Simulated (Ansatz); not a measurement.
**PS₂+ (triplet): the correlation ladder, def2-TZVPP**

The task here is to estimate one member of a computed series from the others.

The runs use Ansatz 0.2.0, Gaussian basis; def2-TZVPP, core rule «outside noble gas», up to 15 orbitals frozen.

Plan: UHF; ROHF; CCSD(T) on UHF.

2 further runs of the same task are left out: 2 set aside as unsound or not needed.

## The system

The geometry is a PBE0/def2-TZVP stationary point (not a proven minimum) of the parent state, kept for this charge and spin.

3 atoms, charge 1, spin multiplicity 3.

Atoms are counted from 1 here; the program's logs count them from 0.

Bond lengths: S1–P2 1.911 Å, P2–S3 1.911 Å. Angles: S1–P2–S3 132.6°.

The first run:

in.yaml reads:

```yaml
crystal:
  periodic: [false, false, false]
  atoms:
    - {symbol: S, position_ang: [0.000000, -0.250020, 1.750402]}
    - {symbol: P, position_ang: [0.000000, 0.517658, 0.000000]}
    - {symbol: S, position_ang: [0.000000, -0.250020, -1.750402]}
basis:
  gaussian: {orbitals: def2-TZVPP}
total_charge: 1
magnetization: {spin_polarized: true, initial_magnetization: 2}
hamiltonian: {xc: hf}
output: {orbitals: {seedname: orbitals}}
```

Command:

```bash
$ ansatz run in.yaml --threads 1 --pin off --events-out ev --progress --plain --max-ram 3968MiB --backend cpu
```

Steps of the session up to this table: UHF; ROHF; CCSD(T) on UHF.

One of the session's tables, all rows but one given; the rest of the session is left out.

It belongs to the step «Misses and costs». 

```
  method  from UCCSD(T) (meV)
    ROHF             +13823.3
     UHF             +13454.1
    UMP2                    ?
   UCCSD               +831.1
UCCSD(T)                    0
```

Q: Estimate the row for UMP2 from the others.

The run gave: from UCCSD(T) (meV): +2068.9. In the column «from UCCSD(T) (meV)» it lies between UCCSD (+831.1) and UHF (+13454.1).
